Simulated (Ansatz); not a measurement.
**Structure relaxation of Sb**

Level of theory: Ansatz 0.2.0, DFT r2SCAN, scalar-relativistic, plane waves, PAW. Cutoff 500 eV, Γ-centred k mesh, Gaussian smearing, no spin polarisation in the final step.

The start puts Sb on the indium (bct) structure type (I4/mmm, No. 139), at a guessed volume.

```
Sb
1.0
    -1.72277    1.72277    2.62094
     1.72277   -1.72277    2.62094
     1.72277    1.72277   -2.62094
Sb
1
Direct
  0.00000 0.00000 0.00000
```

Cell and atoms relax at zero pressure; the relaxation can't lower the symmetry of the start. After a coarse first stage the cell is made exact in the group found at 0.06 Å.

Energies count from the standard state of Sb at the same level.

**Question.** What does it relax into?

**Answer.** It keeps I4/mmm (No. 139). The result has the indium (bct) structure. Conventional cell: a = 3.095 Å, c = 5.890 Å. Sb has 4 Sb at 3.10 Å and 8 Sb at 3.67 Å.

Space group I4/mmm (No. 139). a = 3.095 Å, b = 3.095 Å, c = 5.890 Å, α = 90.00°, β = 90.00°, γ = 90.00°
| atom | site | symmetry | x | y | z |
| --- | --- | --- | --- | --- | --- |
| Sb | 2a | 4/mmm | 0.0000 | 0.0000 | 0.0000 |

**Question.** What are its volume, energy, density and gap?

**Answer.** The volume per atom is 28.22 Å³ and the density is 7.17 g/cm³. The energy over the standard structure is 0.43 eV/atom. The gap on the 26×26×26 mesh is 0 eV (a metal).

The final run used a 26×26×26 mesh on its 1-atom cell and 0.10 eV smearing. For metals, differences of a few meV/atom aren't resolved. Spin–orbit coupling is left out. A structure relaxed within its symmetry needn't be a true minimum. The steps took roughly 4 core-minutes in all.